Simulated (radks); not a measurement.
**Nuclear size and the levels of Cl⁴⁺**

One table from this session's results is given with a row withheld; the runs are named, their logs left out.

The numbers are computed with radks (a radial shooting solver on a logarithmic mesh, Libxc functionals) version 1 (Dirac Kohn-Sham, relativistic LDA (MacDonald-Vosko exchange, VWN5 correlation), spin-unpolarised, spherical densities, finite nucleus; open shells fill j = l - 1/2 first), except any that are marked as measured or tabulated.

## The atom as given

| Item | Value |
| --- | --- |
| element | chlorine (Z = 17) |
| charge | +4 |
| electrons | 13 |
| configuration | [Ne] 3s2 3p1 |
| nuclear rms radius | 3.3654 fm |

Set-up of the first run:

Settings of this run:

```text
Z 17
configuration [Ne] 3s2 3p1 4s0 3d0
relativity Dirac
functional lda_x_rel,vwn5
spin unpolarised
j_filling energy
nucleus finite rms 3.3654 fm
c 137.035999084
```

Steps of the session up to this table: rms radius 3.3654 fm.

One of the session's tables, all rows but one given; the rest of the session is left out.

It belongs to the step «rms radius 3.3654 fm». Sizes of the orbitals, from the radial functions (bohr):

```
level     <r>  outermost maximum (interpolated)  90 % within  nodes
2p1/2  0.4038                             0.299        0.671      0
2p3/2  0.4061                             0.301        0.674      0
3s1/2   1.352                              1.20         2.00      2
3p1/2       ?                                 ?            ?      ?
3p3/2   1.444                              1.27         2.17      1
3d3/2   1.610                              1.33         2.52      0
3d5/2   1.611                              1.33         2.52      0
4s1/2   2.961                              2.84         4.22      3
```

Estimate the missing values for 3p1/2.

As computed: <r>: 1.439; outermost maximum (interpolated): 1.26; 90 % within: 2.16; nodes: 1. In the column «<r>» it lies between 3s1/2 (1.352) and 3p3/2 (1.444).
